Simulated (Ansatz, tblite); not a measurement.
Removing and adding an electron: Si(NH2)2H2 (SiN2H6). Charge 0, multiplicity 1. Geometry: PBE-D4/def2-TZVP. Ansatz, gas phase; energy differences of separate SCF runs; the oxidised species was run as a doublet alone; the reduced species was run as a doublet alone.

```xyz
9

Si    0.2768    0.2144    0.4248
N    -0.3762    1.0935   -0.9090
H    -0.0698    0.8987   -1.8578
H    -0.6325    2.0686   -0.7907
N    -0.0955   -1.4543    0.1929
H    -1.0593   -1.7706    0.1388
H     0.5110   -2.1646    0.5905
H    -0.3239    0.9068    1.6150
H     1.7695    0.2076    0.5955
```

The xTB rows come from tblite. Correlated methods freeze 7 core orbitals. In CCSD on the charge -1 doublet the largest single amplitude is 0.22, so its Hartree–Fock determinant may place the open shell otherwise than the density functionals do.

Question: Estimate orbital energies and vertical ionisation energies and electron affinities at: GFN1-xTB; GFN2-xTB; HF/def2-TZVPD; PBE-D4/def2-TZVP; PBE-D4/def2-TZVPD; r2SCAN-D4/def2-TZVP; r2SCAN-D4/def2-TZVPD; PBE0-D4/def2-TZVP; PBE0-D4/def2-TZVPD; MP2/def2-TZVPD; CCSD/def2-TZVPD; CCSD(T)/def2-TZVPD.

Answer: 
```
               level  −HOMO (eV)  vertical IE (eV)  −LUMO (eV)  vertical EA (eV)  HOMO–LUMO gap (eV)  IE − EA (eV)                       remarks
            GFN1-xTB       11.00             14.27        3.92              1.00                7.08         13.27                             –
            GFN2-xTB       10.03             13.37        3.76              0.36                6.27         13.02                             –
       HF/def2-TZVPD           –                 –           –             -1.85                   –             –  HOMO above zero (-1 doublet)
    PBE-D4/def2-TZVP        5.82              9.00       -0.16                 –                5.98             –                             –
   PBE-D4/def2-TZVPD        5.92                 –        0.40             -1.04                5.52             –  HOMO above zero (-1 doublet)
 r2SCAN-D4/def2-TZVP        6.13              9.15       -0.76                 –                6.88             –                             –
r2SCAN-D4/def2-TZVPD        6.20                 –       -0.28             -1.23                6.48             –  HOMO above zero (-1 doublet)
   PBE0-D4/def2-TZVP        7.23              9.39       -0.99                 –                8.21             –                             –
  PBE0-D4/def2-TZVPD        7.30                 –       -0.27             -1.20                7.57             –  HOMO above zero (-1 doublet)
      MP2/def2-TZVPD           –                 –           –             -1.52                   –             –  HOMO above zero (-1 doublet)
     CCSD/def2-TZVPD           –                 –           –             -1.47                   –             –  HOMO above zero (-1 doublet)
  CCSD(T)/def2-TZVPD           –                 –           –             -1.41                   –             –  HOMO above zero (-1 doublet)
```

   A HOMO above zero means that the electron is unbound at that level or that self-interaction error raises the level; the energy of removing that electron tells which. Raw xTB energy differences between charge states are shifted by several eV; the methods need an empirical correction for them. A negative affinity means that the extra electron isn't bound; its size then hangs on the basis.
